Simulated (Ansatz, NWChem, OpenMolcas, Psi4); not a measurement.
# A small benchmark: atomisation enthalpy at 298 K

6 molecules without hydrogen; the atomisation enthalpy at 298 K in kJ/mol, computed less measured. Shapes, held fixed at every level: PBE0-D4/def2-TZVP. Thermal terms are harmonic and unscaled (PBE0-D4/def2-TZVP); the spin-orbit lowering of the free atoms is taken from their spectra. Programs: Ansatz 0.2.0, NWChem 7.3.0, OpenMolcas 26.06, Psi4 1.11. A level may come from different programs for different species; with the same settings they agree closely. Measured values: Active Thermochemical Tables, NIST-JANAF tables.

Levels: A = PBE-D4/def2-TZVPP; B = BHLYP/cc-pVTZ; C = M06-2X/cc-pVTZ; D = MP2/STO-3G.

```csv
molecule,from tabulated heats,A,B,C,D
BOF (fluoro(oxo)borane),1501,+41,-117,-9,-184
CO2 (carbon dioxide),1609,+112,-139,-2,-463
CS2 (carbon disulfide),1154,+103,-116,-9,-54
N2O (nitrous oxide),1112,+168,-156,-14,-657
SiO2 (silicon dioxide molecule),1254,+31,-200,-57,-578
NF3 (nitrogen trifluoride),843,+162,-163,-4,-396
```

Q: Sum up the errors.

A: 
| level | kind | mean error | mean absolute error | worst case |
| --- | --- | --- | --- | --- |
| PBE-D4/def2-TZVPP | GGA | +102.8 | 102.8 | N2O |
| BHLYP/cc-pVTZ | global hybrid | -148.5 | 148.5 | SiO2 |
| M06-2X/cc-pVTZ | global hybrid | -15.8 | 15.8 | SiO2 |
| MP2/STO-3G | perturbation theory | -388.7 | 388.7 | N2O |

On this set M06-2X/cc-pVTZ has the smallest mean absolute error and MP2/STO-3G the largest. PBE-D4/def2-TZVPP is too high in 6 of 6; BHLYP/cc-pVTZ is too low in 6 of 6; M06-2X/cc-pVTZ is too low in 6 of 6; MP2/STO-3G is too low in 6 of 6. The heats of NF3 come from older tables and can be uncertain by 10 kJ/mol or more. The tabulated values of BOF, SiO2 are in doubt (older tables, estimates, or at odds with other calculations) and kept here. Over the 4 molecules whose values aren't doubted the mean absolute errors are A 136.2; B 143.5; C 7.2; D 392.5. Rows in very small basis sets show the basis more than the method. Correlated wave functions converge slowly with the basis. The set is small.
